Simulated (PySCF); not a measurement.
## Atomic charges by several schemes

Species: vinylcyanoacetylene, C₅H₃N.
Cartesian coordinates in Å at the GFN2-xTB level; atoms count from 1:
```
atom  x, y, z in Å
C1    -1.5821   -0.9990   -0.5645
C2    -0.4689   -1.0473    0.1627
C3     0.4100    0.0374    0.2882
C4     1.1761    0.9708    0.4041
C5     2.0254    2.0240    0.5261
N6     2.7407    2.9193    0.6254
H7    -1.8664   -0.1094   -1.1016
H8    -2.2386   -1.8481   -0.6410
H9    -0.1827   -1.9417    0.7027
```

Density: PBE0/pcSseg-1 (PySCF); schemes: Mulliken, IAO, Hirshfeld and ESP-fitted. Geometry: GFN2-xTB; no solvent, vibrations or thermal averaging.

Question: Tabulate the Mulliken, IAO, Hirshfeld and ESP-fitted charges.

Answer: In e:

| atom | environment | Mulliken | IAO | Hirshfeld | ESP-fitted |
| --- | --- | --- | --- | --- | --- |
| C1 | terminal =CH2 carbon | -0.104 | -0.253 | -0.049 | -0.338 |
| C2 | alkene CH carbon | -0.261 | -0.164 | -0.027 | -0.141 |
| C3 | alkyne carbon | +0.186 | +0.047 | +0.016 | +0.176 |
| C4 | alkyne carbon | +0.051 | -0.087 | -0.032 | -0.364 |
| C5 | nitrile carbon | -0.079 | +0.144 | +0.083 | +0.562 |
| N6 | nitrile nitrogen | -0.222 | -0.209 | -0.188 | -0.463 |
| H7 | vinylic hydrogen | +0.141 | +0.170 | +0.063 | +0.206 |
| H8 | vinylic hydrogen | +0.139 | +0.170 | +0.065 | +0.185 |
| H9 | vinylic hydrogen | +0.149 | +0.182 | +0.070 | +0.177 |

Mean size of the charges over all atoms: ESP-fitted 0.290 e, IAO 0.158 e, Mulliken 0.148 e, Hirshfeld 0.066 e. Each set sums to the total charge, 0, to within 0.001 e. The IAO scheme counts the electrons in orthogonalised intrinsic atomic orbitals, a minimal basis polarised so that it spans the occupied orbitals exactly. The Hirshfeld scheme weights the molecular density at each point by an atom's share of the summed free-atom densities.

Lowest charge. The schemes don't all agree: Mulliken C2 (-0.261); IAO C1 (-0.253); Hirshfeld N6 (-0.188); ESP-fitted N6 (-0.463).

Highest charge. The schemes don't all agree: Mulliken C3 (+0.186); IAO H9 (+0.182); Hirshfeld C5 (+0.083); ESP-fitted C5 (+0.562).

Question: How many electrons does the Hirshfeld scheme count on C1?

Answer: Z − q = 6 − (-0.049) = 6.049.

Question: How closely do the schemes follow one another over all atoms?

Answer: Correlation coefficient and root-mean-square difference: Hirshfeld with ESP-fitted 0.87, 0.255 e; IAO with ESP-fitted 0.87, 0.195 e; IAO with Hirshfeld 0.86, 0.107 e; Mulliken with IAO 0.75, 0.117 e; Mulliken with Hirshfeld 0.65, 0.124 e; Mulliken with ESP-fitted 0.48, 0.282 e.

Question: Sum the charges by element, for elements with more than one atom.

Answer: 
```csv
element,atoms,Mulliken,IAO,Hirshfeld,ESP-fitted
C,5,-0.207,-0.312,-0.010,-0.105
H,3,+0.428,+0.522,+0.198,+0.568
```

These values come from a run that also computed NMR shieldings. The run took 10 s of wall time on one thread of an x86-64 server, shared host.
